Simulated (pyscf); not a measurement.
Structures and frequencies: ωB97X-D3(BJ)/def2-SVP in PySCF.

Task: Estimate by transition-state theory the rate constant of H₃C–GeH₂• + hydrogen (H₂) → H₃C–GeH₃ + H atom (H•) (doublet surface; H–H broken, Ge–H formed) at 1200 K, with ωB97M-D3(BJ)/def2-TZVP energies (ideal gas, 1 atm, RRHO with modes under 100 cm⁻¹ raised to 100, one conformer, R ln 2 for chiral ones without a mode under 150 cm⁻¹; no tunnelling).

Result: The electronic barrier is 21.9 kcal/mol and the thermal terms add +28.3, so ΔG‡ = 50.3 kcal/mol. With k_BT/h = 2.50e+13 s⁻¹ and RT = 2.385 kcal/mol, and a volume of 1.64e-19 cm³ per molecule at 1 atm, k = 2.9e-15 cm³ molecule⁻¹ s⁻¹. Wigner's tunnelling factor for 710i cm⁻¹ would be 1.03. A shift of 1 kcal/mol in the barrier changes k by a factor 1.5. This is the saddle that the search found; another between the same sides may lie lower. The angle at the transferred H is 177°. Elements up to Kr have no core potential and no relativistic terms here.
